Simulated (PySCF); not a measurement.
# How the method changes the constants of LiS⁺

State: ³Σ⁻ (triplet), unpaired electrons π ↑↑. Set-up: Li 6-311G(d,p), S 6-311G(d,p); no relativity (PySCF 2.14). De refers to Li⁺ + S in their high-spin ground configurations, without counterpoise correction. The functionals are run spin-unrestricted. A positive dipole points towards S; it is taken about the centre of mass and depends on that origin.

```csv
Level,Re (Å),ωe (cm⁻¹),De (eV),μ (D)
UHF,2.487,346,0.76,-8.05
UHF-MP2,2.456,363,0.85,n/a
UHF-SCS-MP2,2.460,361,0.84,n/a
UHF-CCSD,2.451,366,0.87,n/a
UHF-CCSD(T),2.452,366,0.88,n/a
PBE,2.483,339,0.83,-7.77
r²SCAN,2.495,334,0.75,-7.97
M06-L,2.481,327,0.80,-7.91
r²SCANh,2.488,337,0.76,-7.95
PBE0,2.467,348,0.82,-7.79
M06-2X,2.463,347,0.80,-7.80
```

The bond length runs from 2.451 Å (UHF-CCSD) to 2.495 Å (r²SCAN). De spans 0.75 eV (r²SCAN, meta-GGA) to 0.88 eV (UHF-CCSD(T), coupled cluster). Correlation at CCSD(T) changes the Hartree–Fock bond energy by +0.12 eV; the triples alone change it by +0.01 eV.

Correlated steps freeze 5 core orbitals. For an ion De counts to the pair picked by the measured ionisation energies or electron affinities, which need not be the lowest pair at this level. The state is the lowest determinant that a PBE0 search found; another state may lie lower at other levels.
